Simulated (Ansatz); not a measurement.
# C2H5Cl: the cost of one run

Program: Ansatz 0.2.0, driven from Python. The levels of theory stand in the script. These are calculated values, not measurements.

**1. Starting point**

Bond lengths: C1–C2 1.451 Å, C2–Cl3 1.747 Å, C1–H4 1.064 Å, C1–H5 1.111 Å, C1–H6 1.137 Å, C2–H7 1.092 Å, C2–H8 1.059 Å. Angles: C1–C2–Cl3 109.3°, C1–C2–H7 111.3°, C1–C2–H8 112.6°, Cl3–C2–H7 106.6°, Cl3–C2–H8 106.5°, H7–C2–H8 110.3°, C2–C1–H4 112.2°, C2–C1–H5 115.4°, C2–C1–H6 114.4°, H4–C1–H5 103.1°, H4–C1–H6 104.7°, H5–C1–H6 105.9°.

The script holds or builds the structure itself.

**2. Script**

The input, c2h5cl.py:

```python
"""C2H5Cl at several levels of theory."""

from pathlib import Path

import ansatz as az
from ase import Atoms
import numpy as np

BASIS = "cc-pVDZ"

atoms = Atoms(["C", "C", "Cl", "H", "H", "H", "H", "H"], positions=[
    (-0.3972, 0.5317, -0.2953),
    (0.2775, -0.6381, 0.2363),
    (1.8261, -0.1649, 0.8925),
    (-1.3423, 0.292, -0.7212),
    (0.129, 1.0487, -1.1256),
    (-0.6241, 1.3339, 0.4774),
    (0.4817, -1.3689, -0.549),
    (-0.2585, -1.0914, 1.0291),
])
mol = az.Crystal.molecule_from_ase(atoms)

model = mol.calculation().basis(gaussian=BASIS).scf(lower_state_search="light")

print("functional    E (Ha)        dipole (D)   HOMO (eV)  LUMO (eV)")
for name in ["revpbe", "hse06", "b3lyp", "pbe", "blyp", "pbe0"]:
    report = model.functional(name).forces().orbitals().run(runs_dir="runs").report
    lines = Path(report["orbitals_path"]).read_text().splitlines()
    field_of = lambda key: [line.split("=")[1].strip() for line in lines if line.startswith(key)]
    orbitals = [(27.211386 * float(e), s, float(n)) for e, s, n in zip(field_of("Ene="), field_of("Spin="), field_of("Occup="))]
    homo = max(e for e, _, n in orbitals if n > 0.5)
    lumo = min(e for e, _, n in orbitals if n < 0.5)
    dipole = 4.803205 * np.linalg.norm(report["charge_distribution"]["dipole_moment_e_ang"])
    print(f"{name:10s} {report['free_energy_ev'] / 27.211386246:14.6f} {dipole:9.3f} {homo:11.3f} {lumo:10.3f}")
```

**3. The calls as engine input**

The engine receives this input (first run):

```yaml
crystal:
  periodic: [false, false, false]
  atoms:
    - { symbol: C, position_ang: [-0.3972, 0.5317, -0.2953] }
    - { symbol: C, position_ang: [0.2775, -0.6381, 0.2363] }
    - { symbol: Cl, position_ang: [1.8261, -0.1649, 0.8925] }
    - { symbol: H, position_ang: [-1.3423, 0.292, -0.7212] }
    - { symbol: H, position_ang: [0.129, 1.0487, -1.1256] }
    - { symbol: H, position_ang: [-0.6241, 1.3339, 0.4774] }
    - { symbol: H, position_ang: [0.4817, -1.3689, -0.549] }
    - { symbol: H, position_ang: [-0.2585, -1.0914, 1.0291] }
basis:
  gaussian:
    orbitals: cc-pVDZ
hamiltonian:
  xc: revpbe
scf:
  lower_state_search: light
output:
  orbitals: {}
  forces: true
```

**4. Launch**

Launch:

```bash
> python c2h5cl.py
```

Q: Estimate wall time and peak memory on 1 thread of Arm Neoverse V2, shared host.

About 10 s, with a peak of 0.2 GiB.
